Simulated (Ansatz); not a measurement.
# AlHO (singlet): B3LYP, wB97X-V over a scan of the distance Al1–H3, 6-31G

Aim: run AlHO (singlet) with these functionals over a scan of the distance Al1–H3, and hold them against the top wave-function level at the same points.

Program: Ansatz 0.2.0, Gaussian basis. Level of theory: 6-31G, all electrons in the functionals. These are calculated values, not measurements.

The runs, in order: B3LYP, wB97X-V, at 1.245 Å; 1.417 Å; 1.568 Å; 1.741 Å; 1.916 Å; 2.134 Å; 2.522 Å; 2.973 Å; 3.390 Å; 4.168 Å; 5.280 Å.

24 further runs of the same task are left out: 6 for a known fault of the program, 2 for a mislabelled method, 9 that didn't finish, 7 set aside as unsound or not needed.

### Step 1. The system

The geometry derives from a PBE0/def2-TZVP stationary point (not a proven minimum). One bond is set to the value named and the two fragments are kept rigid.

3 atoms, charge 0, spin multiplicity 1.

Atoms are counted from 1 here; the program's logs count them from 0.

Bond lengths: Al1–O2 1.594 Å, Al1–H3 1.568 Å. Angles: O2–Al1–H3 180.0°.

As a file:

```mol
AlHO
  3D, bonds by distance, orders not assigned

  3  2  0  0  0  0  0  0  0  0999 V2000
    0.0000    0.0000    0.0085 Al  0  0
    0.0000    0.0000   -1.5853 O   0  0
    0.0000    0.0000    1.5768 H   0  0
  1  2  8  0
  1  3  8  0
M  END
```

No dispersion term is added; wB97X-V holds VV10 nonlocal correlation. B3LYP takes the VWN-RPA correlation.

The geometry shown and the zero of energy belong to the point 1.568 Å. The yardstick, FCI, and other wave-function levels (R restricted, U unrestricted, valence and pair active spaces) come from earlier runs.

### Step 2. B3LYP, 1.245 Å

Contents of in.yaml:

```yaml
crystal:
  periodic: [false, false, false]
  atoms:
    - {symbol: Al, position_ang: [0.000000, 0.000000, 0.116249]}
    - {symbol: O, position_ang: [0.000000, 0.000000, -1.477499]}
    - {symbol: H, position_ang: [0.000000, 0.000000, 1.361249]}
basis:
  gaussian: {orbitals: 6-31G}
hamiltonian: {xc: {name: B3LYP}}
```

Command:

```
> ansatz run in.yaml --threads 1 --pin off --events-out ev --progress --plain --max-ram 2393MiB
```

The runs that follow: B3LYP, 1.417 Å; B3LYP, 1.568 Å; B3LYP, 1.741 Å; B3LYP, 1.916 Å; B3LYP, 2.134 Å; B3LYP, 2.522 Å; B3LYP, 2.973 Å; B3LYP, 3.390 Å; B3LYP, 4.168 Å; B3LYP, 5.280 Å; wB97X-V, 1.245 Å; wB97X-V, 1.417 Å; wB97X-V, 1.568 Å; wB97X-V, 1.741 Å; wB97X-V, 1.916 Å; wB97X-V, 2.134 Å; wB97X-V, 2.522 Å; wB97X-V, 2.973 Å; wB97X-V, 3.390 Å; wB97X-V, 4.168 Å; wB97X-V, 5.280 Å.

Before running them: what should the planned runs give, taken together? Wanted: span of the FCI curve; largest miss, B3LYP; largest miss, wB97X-V.

**Answer**, as computed:

```
             quantity                   value
span of the FCI curve            252.1 kJ/mol
  largest miss, B3LYP  +49.5 kJ/mol (2.973 Å)
largest miss, wB97X-V  +66.4 kJ/mol (2.973 Å)
```

Of the functionals, B3LYP keep the smallest largest miss at the points compared (at most 49.5 kJ/mol) and wB97X-V strays most (66.4 kJ/mol, at 2.973 Å). B3LYP, wB97X-V clearly break the spin symmetry at some points (⟨S²⟩ up to 1.01 above the pure value), so energy there is bought with a mixed spin. Functionals and the yardstick converge differently with the basis, so part of each miss in 6-31G is the basis.
